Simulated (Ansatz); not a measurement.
Coupled-cluster run, C2H6N2O, SMILES `C/N=C(\N)O`.

```yaml
crystal:
  periodic: [false, false, false]
  atoms:
    - {symbol: C, position_ang: [-1.359782, -0.100620, 0.715237]}
    - {symbol: N, position_ang: [-0.357816, -0.911497, 0.076266]}
    - {symbol: C, position_ang: [0.642867, -0.321158, -0.427038]}
    - {symbol: N, position_ang: [0.902023, 1.017644, -0.478141]}
    - {symbol: O, position_ang: [1.606703, -1.028315, -1.048938]}
    - {symbol: H, position_ang: [-2.150779, -0.741493, 1.105799]}
    - {symbol: H, position_ang: [-0.963680, 0.472558, 1.568654]}
    - {symbol: H, position_ang: [-1.827881, 0.614486, 0.023672]}
    - {symbol: H, position_ang: [1.845505, 1.287908, -0.695146]}
    - {symbol: H, position_ang: [0.415051, 1.600333, 0.179099]}
    - {symbol: H, position_ang: [1.313191, -1.946746, -0.998962]}
basis:
  gaussian: {orbitals: def2-SVP}
correlation: {method: ccsd_t}
```

```sh
$ ansatz run in.yaml --threads 4 --pin off --events-out ev --progress --plain --max-ram 10444MiB
```

The program prints (abridged):

```
Functional definition: HF
1020 factors; integrals over basis functions are off by at most 1.4e-3 eV
mean field evaluation 1: about -7147.2580 eV, gradient 4.0e1 eV
mean field evaluation 2: about -7147.2636 eV, gradient 4.0e1 eV
mean field evaluation 4: about -7150.8768 eV, gradient 4.0e0 eV
mean field evaluation 8: about -7150.9307 eV, gradient 1.7e-1 eV
mean field evaluation 16: about -7150.9178 eV, gradient 1.5e0 eV
mean field -7150.93089784 eV, -262.7918634207 hartree, gradient 1.8e-6 eV, S^2 0.000000; 0 other end points of the search recorded, 0 dependent functions left out
5 core orbitals not correlated: weight in the atoms' cores, before any rotation towards them, 1.000 or more for the frozen orbitals, at most 0.000 for the correlated occupied ones
reference -7150.93089784 eV, -262.7918634207 hartree; 15, 15 occupied and 80, 80 virtual orbitals, 1020 factors
second order -21.44113595 eV of doubles, -0.00000000 eV of singles
cycle   1  -21.80951471 eV  change   -3.7e-1 eV  update   1.0e-1
cycle   2  -22.33402923 eV  change   -5.2e-1 eV  update   2.9e-2
cycle   3  -22.46821326 eV  change   -1.3e-1 eV  update   1.5e-2
cycle   4  -22.46128553 eV  change    6.9e-3 eV  update   3.3e-3
cycle   5  -22.46060919 eV  change    6.8e-4 eV  update   1.2e-3
cycle   6  -22.46069364 eV  change   -8.4e-5 eV  update   3.8e-4
cycle   7  -22.46038787 eV  change    3.1e-4 eV  update   1.3e-4
cycle   8  -22.46034347 eV  change    4.4e-5 eV  update   4.8e-5
cycle   9  -22.46036008 eV  change   -1.7e-5 eV  update   1.8e-5
perturbative correction -0.68119458 eV, -0.0250334392 hartree
Total energy: -7174.07245250 eV, -263.6422998686 hartree
```

Run time 5.5 s (4 threads of an Intel Xeon Platinum 8375C on a shared host); peak host memory 0.48 GiB.

MP2 recovers 92.7 % of the CCSD(T) correlation energy and the triples give 2.9 %; T1 = 0.0123.
